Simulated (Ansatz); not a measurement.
in.yaml

```yaml
crystal:
  periodic: [false, false, false]
  atoms:
    - {symbol: As, position_ang: [0.019793, 0.034656, -0.059383]}
    - {symbol: H, position_ang: [1.278906, 0.048631, 0.795000]}
    - {symbol: H, position_ang: [-0.629245, 1.121458, 0.785094]}
    - {symbol: H, position_ang: [-2.120914, -3.746132, 2.833956]}
basis:
  gaussian: {orbitals: 6-31G}
magnetization: {spin_polarized: true, initial_magnetization: 0}
hamiltonian: {xc: hf}
accuracy: high
output: {forces: true, orbitals: {seedname: orbitals}}
```

```sh
$ ansatz run in.yaml --threads 1 --pin off --events-out ev --progress --plain --max-ram 2393MiB
```

Output:

```
564 factors; integrals over basis functions are off by at most 3.9e-9 eV
mean field evaluation 1: about -60822.6166 eV, gradient 1.1e1 eV
mean field evaluation 2: about -60822.6179 eV, gradient 1.1e1 eV
mean field evaluation 4: about -60825.3659 eV, gradient 2.0e0 eV
mean field evaluation 8: about -60825.4065 eV, gradient 2.5e-1 eV
mean field evaluation 16: about -60825.4076 eV, gradient 1.4e-5 eV
mean field evaluation 32: about -60830.3730 eV, gradient 7.2e-1 eV
mean field -60830.40104120 eV, -2235.4760059373 hartree, gradient 3.1e-8 eV, S^2 1.007847; 1 other end points of the search recorded, 0 dependent functions left out
the calculation of the forces begins
reference -60830.40104120 eV, -2235.4760059373 hartree; 18, 18 occupied and 17, 17 virtual orbitals, 564 factors
Total energy: -60830.40104120 eV, -2235.4760059373 hartree
Atom 0 at     0.019793     0.034656    -0.059383 Å, force    -0.006987    -0.012588    -0.017514 eV/Å
Atom 1 at     1.278906     0.048631     0.795000 Å, force     0.077718    -0.036194     0.009537 eV/Å
Atom 2 at    -0.629245     1.121458     0.785094 Å, force    -0.071381     0.047634     0.008763 eV/Å
Atom 3 at    -2.120914    -3.746132     2.833956 Å, force     0.000650     0.001148    -0.000785 eV/Å
Dipole moment:     0.045484     0.082072     0.127071 e Å
```

Forces (eV/Å):
```
As  -0.007 -0.013 -0.018
H    0.078 -0.036  0.010
H   -0.071  0.048  0.009
H    0.001  0.001 -0.001
```

Ran on 1 thread of Arm Neoverse V2, shared host: 0.78 s wall, 0.22 GiB peak host memory.
